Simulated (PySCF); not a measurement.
Choosing a molecule for a target property.

All species are isolated and taken at one optimised geometry (atoms past krypton carry core potentials, spin–orbit coupling is left out); the electronic structure was computed with PySCF and density fitting.

Dipoles, sizes and rotational constants follow the conformer. The torsions of the flexible species, by atom-mapped SMILES:
- `[C-:1]#[N+:2][CH2:3][CH:4]=[CH2:5]`: N2–C3–C4–C5 127°
- `[BH2:1][PH:2][SiH2:3][C:4]([CH3:5])([CH3:6])[CH3:7]`: B1–P2–Si3–C4 -163°, P2–Si3–C4–C5 -179°

(1) Wanted: smallest rotational constant between 2 GHz and 4 GHz (PBE0-D3(BJ)/def2-SVP) and dipole moment below 2.8 D (CAM-B3LYP/def2-SVPD), at PBE0-D3(BJ)/def2-SVP geometries. Which candidate meets both?
A. `CC#C[SiH2]F`
B. `[C-]#[N+]CC=C`
C. `C#C[C@@H]1CN1`
D. `BP[SiH2]C(C)(C)C`
E. `CN=[PH3]`

(2) Wanted: lowest singlet excitation above 5.7 eV (TDDFT CAM-B3LYP/def2-SVPD) and static isotropic polarisability below 65 au (CAM-B3LYP/def2-SVPD), at PBE0-D3(BJ)/def2-SVP geometries. Which candidate meets both?
A. `CC#C[SiH2]F`
B. `CN=[PH3]`
C. `C#C[BH2-][PH3+]`
D. `C[CH2][In]([CH2]C)[CH](C)C`
E. `CC(C)([SiH2]PB)C`
F. `C(C=C)[N+]#[C-]`

(3) Wanted: lowest triplet excitation (Tamm–Dancoff) below 4.6 eV (TDA CAM-B3LYP/def2-SVPD) and HOMO energy above -9.5 eV (CAM-B3LYP/def2-SVPD), at PBE0-D3(BJ)/def2-SVP geometries. Which candidate meets both?
A. `BP[SiH2]C(C)(C)C`
B. `[C-]#[N+]C1CC1`
C. `C#C[C@@H]1CN1`
D. `CC#C[SiH2]F`
E. `[C-]#[N+]CC=C`

(4) Wanted: HOMO–LUMO gap between 8.2 eV and 9.4 eV (CAM-B3LYP/def2-SVPD) and electronic spatial extent ⟨r²⟩ about the centre of nuclear charge above 400 bohr² (CAM-B3LYP/def2-SVPD), at PBE0-D3(BJ)/def2-SVP geometries. Which candidate meets both?
A. `[C-]#[N+]C1CC1`
B. `CN=[PH3]`
C. `C1[C@H](N1)C#C`
D. `C#C[BH2-][PH3+]`
E. `[C-]#[N+]CC=C`
F. `CC#C[SiH2]F`
G. `BP[SiH2]C(C)(C)C`

Answers

(1) C. Computed values:
| species | smallest rotational constant | dipole moment |
| --- | --- | --- |
| BP[SiH2]C(C)(C)C | 0.872 GHz | 1.74 D |
| CC#C[SiH2]F | 1.416 GHz | 2.88 D |
| [C-]#[N+]CC=C | 2.633 GHz | 3.89 D |
| C#C[C@@H]1CN1 | 3.260 GHz | 1.37 D |
| CN=[PH3] | 5.253 GHz | 2.64 D |

(2) F. Computed values:
```
                   species  lowest singlet excitation  static isotropic polarisability
C[CH2][In]([CH2]C)[CH](C)C                    4.06 eV                         126.1 au
          CC(C)([SiH2]PB)C                    4.84 eV                         122.4 au
                  CN=[PH3]                    5.08 eV                          49.9 au
               CC#C[SiH2]F                    5.60 eV                          62.3 au
           C#C[BH2-][PH3+]                    5.82 eV                          67.7 au
           C(C=C)[N+]#[C-]                    7.54 eV                          53.7 au
```

(3) A. Computed values:
```csv
species,lowest triplet excitation (Tamm–Dancoff),HOMO energy
BP[SiH2]C(C)(C)C,3.51 eV,-8.39 eV
[C-]#[N+]CC=C,4.39 eV,-9.63 eV
CC#C[SiH2]F,4.80 eV,-9.30 eV
C#C[C@@H]1CN1,5.11 eV,-8.51 eV
[C-]#[N+]C1CC1,5.75 eV,-9.84 eV
```

(4) D. Computed values:
```csv
species,HOMO–LUMO gap,electronic spatial extent ⟨r²⟩ about the centre of nuclear charge
BP[SiH2]C(C)(C)C,7.87 eV,1494 bohr²
CN=[PH3],8.62 eV,290 bohr²
C#C[BH2-][PH3+],9.10 eV,489 bohr²
CC#C[SiH2]F,9.75 eV,809 bohr²
C1[C@H](N1)C#C,9.85 eV,411 bohr²
[C-]#[N+]CC=C,10.29 eV,475 bohr²
[C-]#[N+]C1CC1,11.00 eV,390 bohr²
```
